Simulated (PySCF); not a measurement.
# SF: the SCF solver's settings

The same problem is solved with other solver options, one edit a run.

Computed with PySCF 2.14.0. Level: each script names its method and basis.

1 further run of the same task is left out (it didn't finish).

**1. The starting structure**

SF: 2 atoms, charge 0, spin multiplicity 2.

Bond lengths: S1–F2 1.600 Å.

**2. Base script**

File input.py:

```python
from pyscf import gto, scf, cc

mol = gto.M(
    atom='S 0 0 0; F 0 0 1.6',
    basis='cc-pvdz',
    charge=0,
    spin=1,
    verbose=4,
)
mf = scf.UHF(mol)
mf.kernel()
mycc = cc.CCSD(mf)
mycc.kernel()
mycc.ccsd_t()
mf.dip_moment()
print('orbital energies (hartree):', [e[max(0, n-3):n+3].round(4) for e, n in zip(mf.mo_energy, mol.nelec)])
```

On the command line:

```bash
OMP_NUM_THREADS=1 python input.py
```

Its log is not repeated here.

In short: E(SCF) = -496.907601 Eh, 11 cycles, E(CCSD) − E(SCF) = -0.31828 Eh, (T) = -0.00651 Eh, ⟨S²⟩ = 0.761, μ = 1.50 D (of the SCF density).

The bond length is a typed value, not an optimised one.

**3. Second-order solver on**

Run 1 changes second-order solver: off → on.

File input.py:

```python
from pyscf import gto, scf, cc

mol = gto.M(
    atom='S 0 0 0; F 0 0 1.6',
    basis='cc-pvdz',
    charge=0,
    spin=1,
    verbose=4,
)
mf = scf.UHF(mol)
mf = mf.newton()
mf.kernel()
mycc = cc.CCSD(mf)
mycc.kernel()
mycc.ccsd_t()
mf.dip_moment()
print('orbital energies (hartree):', [e[max(0, n-3):n+3].round(4) for e, n in zip(mf.mo_energy, mol.nelec)])
```

On the command line:

```bash
OMP_NUM_THREADS=1 python input.py
```

**4. Initial guess mod_huckel**

Run 2 changes initial guess: minao → mod_huckel.

input.py: that of step 2 with these lines changed.

```diff
@@ -10,2 +10,3 @@
 mf = scf.UHF(mol)
+mf.init_guess = 'mod_huckel'
 mf.kernel()
```

**5. DIIS space off**

Run 3 changes DIIS space: default → off.

input.py: that of step 2 with these lines changed.

```diff
@@ -10,2 +10,3 @@
 mf = scf.UHF(mol)
+mf.diis = False
 mf.kernel()
```

**6. Initial guess random**

Run 4 changes initial guess: minao → random.

input.py: that of step 2 with these lines changed.

```diff
@@ -10,2 +10,3 @@
 mf = scf.UHF(mol)
+mf.init_guess = 'random'
 mf.kernel()
```

**7. Smearing width 0.01 hartree**

Run 5 changes smearing width: none → 0.01 hartree; step after the SCF: ccsd(t) → none.

input.py: that of step 2 with these lines changed.

```diff
@@ -1,2 +1,2 @@
-from pyscf import gto, scf, cc
+from pyscf import gto, scf
 
@@ -10,6 +10,4 @@
 mf = scf.UHF(mol)
+mf = scf.addons.smearing_(mf, sigma=0.01, method='fermi')
 mf.kernel()
-mycc = cc.CCSD(mf)
-mycc.kernel()
-mycc.ccsd_t()
 mf.dip_moment()
```

What does the calculation give? Wanted: for each run, E(SCF); from base; gap, α spin; SCF dipole; after the SCF.

As calculated:

```
                        run  E(SCF) (hartree)  from base (eV)   cycles  gap, α spin (eV)  SCF dipole (D)                  after the SCF
                       base       -496.907601               0       11             14.17            1.50  CCSD(T) correlation -8.838 eV
     second-order solver on       -496.907601          0.0000  3 macro             14.17            1.50  CCSD(T) correlation -8.838 eV
   initial guess mod_huckel       -496.907601          0.0000       11             14.17            1.50  CCSD(T) correlation -8.838 eV
             DIIS space off       -496.907601          0.0000       25             14.17            1.50  CCSD(T) correlation -8.838 eV
       initial guess random       -496.907601          0.0000       11             14.17            1.50  CCSD(T) correlation -8.838 eV
smearing width 0.01 hartree       -496.744707  not comparable        9               n/a            1.34                            n/a
```

Distance from each run's final energy (log10 hartree) by cycle:

```
                        run  cycle 1  cycle 2  cycle 3  cycle 5  cycle 8  cycle 12
                       base     -1.5     -2.1     -3.0     -4.3     -6.9      done
     second-order solver on     -7.7    < -11    < -11     done     done      done
   initial guess mod_huckel     -1.6     -2.0     -3.6     -5.0     -7.2      done
             DIIS space off     -1.5     -2.1     -2.5     -3.2     -4.2      -5.5
       initial guess random     -1.5     -2.1     -3.0     -4.3     -6.9      done
smearing width 0.01 hartree     -1.6     -2.0     -3.2     -5.5    -10.1      done
```

What this shows: With second-order solver on or initial guess mod_huckel or DIIS space off or initial guess random the SCF ends at the base energy. PySCF falls back to minao for a guess that it doesn't know or can't read, so that run repeats the base. The base needs 11 cycles and the run with DIIS space off needs 25.
